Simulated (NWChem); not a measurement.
Molecule: ethanol (C₂H₆O); SMILES CCO

```xyz
9

C      0.2487    -1.2036     0.0330
C     -0.5415     0.0900    -0.0189
O      0.2657     1.2331     0.0847
H     -0.4167    -2.0808     0.0084
H      0.8528    -1.2501     0.9518
H      0.9345    -1.2858    -0.8272
H     -1.1654     0.1124    -0.9364
H     -1.2425     0.1340     0.8303
H      0.8768     1.2319    -0.6592
```
Atoms are numbered in this order, from 1.

Program: NWChem. Pople sets run with spherical d functions. Geometry: optimised at PBE0/def2-SVP. Vzz is the largest principal value of the second derivative of the potential at the nucleus (NWChem prints the opposite sign); η is the asymmetry. Non-relativistic.

| level | Vzz O3 (a.u.) | η O3 |
|---|---|---|
| Hartree-Fock/6-31G* | ? | 0.86 |
| Hartree-Fock/def2-SVP | -1.957 | 0.91 |
| B3LYP/cc-pVTZ | -1.888 | 0.89 |
| B3LYP/6-31G* | -1.858 | 0.85 |

**Question.** Complete the blanks.

**Answer.** 
- Hartree-Fock/6-31G*, Vzz O3 (a.u.): -1.923
